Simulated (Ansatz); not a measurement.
# CHB+ (doublet): from Hartree-Fock to the top rungs, 6-31G

How much of the correlation energy of CHB+ (doublet) does each wave-function method recover here?

The runs use Ansatz 0.2.0, Gaussian basis; 6-31G, core rule «outside noble gas», up to 2 orbitals frozen.

Plan: UHF; CCSD(T) on ROHF; CCSD(T) on UHF; BCCD(T) on ROHF; CISD; CCSDT(Q) on ROHF; CCSDT(Q) on UHF; CISDTQ; CCSDTQ on ROHF; CCSDTQ on UHF; CASSCF and MRCISD+Q, 7 electrons in 9 orbitals; CASSCF and NEVPT2, 7 electrons in 9 orbitals; Full CI.

25 further runs of the same task are left out: 1 for a mislabelled method, 7 that didn't finish, 17 set aside as unsound or not needed.

### 1 The geometry

The geometry is a PBE0/def2-TZVP stationary point (not a proven minimum) of the parent state, kept for this charge and spin.

3 atoms, charge 1, spin multiplicity 2.

Atoms are counted from 1 here; the program's logs count them from 0.

Bond lengths: B1–C2 1.449 Å, B1–H3 1.179 Å. Angles: C2–B1–H3 180.0°.

### 2 UHF

in.yaml reads:

```yaml
crystal:
  periodic: [false, false, false]
  atoms:
    - {symbol: B, position_ang: [0.000000, 0.000000, 0.090069]}
    - {symbol: C, position_ang: [0.000000, 0.000000, -1.358850]}
    - {symbol: H, position_ang: [0.000000, 0.000000, 1.268781]}
basis:
  gaussian: {orbitals: 6-31G}
total_charge: 1
magnetization: {spin_polarized: true, initial_magnetization: 1}
hamiltonian: {xc: hf}
output: {orbitals: {seedname: orbitals}}
```

Started as:

```
$ ansatz run in.yaml --threads 1 --pin off --events-out ev --progress --plain --max-ram 2393MiB
```

The runs that follow: CCSD(T) on ROHF; CCSD(T) on UHF; BCCD(T) on ROHF; CISD; CCSDT(Q) on ROHF; CCSDT(Q) on UHF; CISDTQ; CCSDTQ on ROHF; CCSDTQ on UHF; CASSCF and MRCISD+Q, 7 electrons in 9 orbitals; CASSCF and NEVPT2, 7 electrons in 9 orbitals; Full CI.

**Question.** What will the summary of the whole plan be? Wanted: FCI below the RHF energy; RMP2 from FCI; UMP2 from FCI; RCCSD from FCI; RCCSD(T) from FCI; UCCSD(T) from FCI; RCCSDT(Q) from FCI; UCCSDT(Q) from FCI; NEVPT2 valence from FCI.

**Answer**, as computed:

```
                         quantity                                                                                                                value
         FCI below the RHF energy                                                                                                           -2.9794 eV
                    RMP2 from FCI                                                                                                           +982.5 meV
                    UMP2 from FCI                                                                                                           +289.9 meV
                   RCCSD from FCI                                                                                                           +109.6 meV
                RCCSD(T) from FCI                                                                                                            +38.7 meV
                UCCSD(T) from FCI                                                                                                          -1661.2 meV
               RCCSDT(Q) from FCI                                                                                                             +1.3 meV
               UCCSDT(Q) from FCI                                                                                                             -1.2 meV
          NEVPT2 valence from FCI                                                                                                           +189.7 meV
        MRCISD+Q valence from FCI                                                                                                             +2.1 meV
levels within 1 kcal/mol (43 meV)  RCCSD(T), BCCD(T), RCCSDT, UCCSDT, CISDTQ, RCCSDT(Q), UCCSDT(Q), RCCSDTQ, UCCSDTQ, MRCISD valence, MRCISD+Q valence
                    T1 diagnostic                                                                                                                0.017
   effectively unpaired electrons                                                                                                                 1.19
```

In words: RCCSD(T) misses by +38.7 meV, 1.3 % of the correlation energy. CCSD(T) misses by +38.7 meV on the restricted determinant and by -1661.2 meV on the unrestricted one; the two need not hold the same state or core. UCCSD, UCCSD(T) fall below full CI: unrestricted runs freeze a spin-polarised core, another one than full CI's, and coupled cluster isn't variational. One determinant dominates. Of the multireference levels listed MRCISD+Q valence comes nearest in total energy (+2.1 meV), which doesn't show that its space is the better one. These misses are within one basis, not against nature; the frozen cores of restricted and unrestricted runs differ, which can shift their rows.
